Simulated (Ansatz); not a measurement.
# SiH4 (triplet): wB97M-V, B2PLYP, RPA-PBE over a scan of the distance Si1–H2, cc-pVTZ

Aim: run SiH4 (triplet) with these functionals over a scan of the distance Si1–H2, and hold them against the top wave-function level at the same points.

The runs use Ansatz 0.2.0, Gaussian basis; cc-pVTZ, all electrons in the functionals, frozen cores in the correlation of double hybrids and RPA.

The runs, in order: wB97M-V, B2PLYP, RPA-PBE, at 1.350 Å; 1.529 Å; 1.660 Å; 2.136 Å; 2.840 Å; 4.124 Å.

## (1) What is computed

The geometry derives from a PBE0/def2-TZVP stationary point (not a proven minimum). One bond is set to the value named and the two fragments are kept rigid.

5 atoms, charge 0, spin multiplicity 3.

Atoms are counted from 1 here; the program's logs count them from 0.

Bond lengths: Si1–H2 1.529 Å, Si1–H3 1.529 Å, Si1–H4 1.529 Å, Si1–H5 1.529 Å. Angles: H2–Si1–H3 90.0°, H2–Si1–H4 90.0°, H2–Si1–H5 180.0°, H3–Si1–H4 180.0°, H3–Si1–H5 90.0°, H4–Si1–H5 90.0°.

No dispersion term is added; wB97M-V holds VV10 nonlocal correlation.

The geometry shown and the zero of energy belong to the point 1.529 Å. The yardstick, UCCSDT(Q), and other wave-function levels (R restricted, U unrestricted, valence and pair active spaces) come from earlier runs.

## (2) wB97M-V, 1.350 Å

Contents of in.yaml:

```yaml
crystal:
  periodic: [false, false, false]
  atoms:
    - {symbol: Si, position_ang: [-0.000042, 0.003993, 0.003965]}
    - {symbol: H, position_ang: [-0.010216, 0.961878, 0.955202]}
    - {symbol: H, position_ang: [-0.016539, -1.073639, 1.088952]}
    - {symbol: H, position_ang: [0.016455, 1.081624, -1.081022]}
    - {symbol: H, position_ang: [0.011483, -1.081115, -1.073611]}
basis:
  gaussian: {orbitals: cc-pVTZ}
magnetization: {spin_polarized: true, initial_magnetization: 2}
hamiltonian: {xc: {name: wB97M-V}}
output: {orbitals: {seedname: orbitals}}
```

The run is started by

```
$ ansatz run in.yaml --threads 2 --pin off --events-out ev --progress --plain --max-ram 16896MiB --backend cuda --devices 0, --max-vram 18GiB
```

The runs that follow: wB97M-V, 1.529 Å; wB97M-V, 1.660 Å; wB97M-V, 2.136 Å; wB97M-V, 2.840 Å; wB97M-V, 4.124 Å; B2PLYP, 1.350 Å; B2PLYP, 1.529 Å; B2PLYP, 1.660 Å; B2PLYP, 2.136 Å; B2PLYP, 2.840 Å; B2PLYP, 4.124 Å; RPA-PBE, 1.350 Å; RPA-PBE, 1.529 Å; RPA-PBE, 1.660 Å; RPA-PBE, 2.136 Å; RPA-PBE, 2.840 Å; RPA-PBE, 4.124 Å.

Q: Predict the results of all the runs planned. Wanted: span of the UCCSDT(Q) curve; largest miss, wB97M-V; largest miss, B2PLYP; largest miss, RPA-PBE.

**Answer**, as computed:

```
                   quantity                    value
span of the UCCSDT(Q) curve            20.4 kcal/mol
      largest miss, wB97M-V  +3.3 kcal/mol (2.840 Å)
       largest miss, B2PLYP  +3.0 kcal/mol (4.124 Å)
      largest miss, RPA-PBE  +2.6 kcal/mol (2.840 Å)
```

In words: Of the functionals, RPA-PBE keep the smallest largest miss at the points compared (at most 2.6 kcal/mol) and wB97M-V strays most (3.3 kcal/mol, at 2.840 Å). Functionals and the yardstick converge differently with the basis, so part of each miss in cc-pVTZ is the basis.
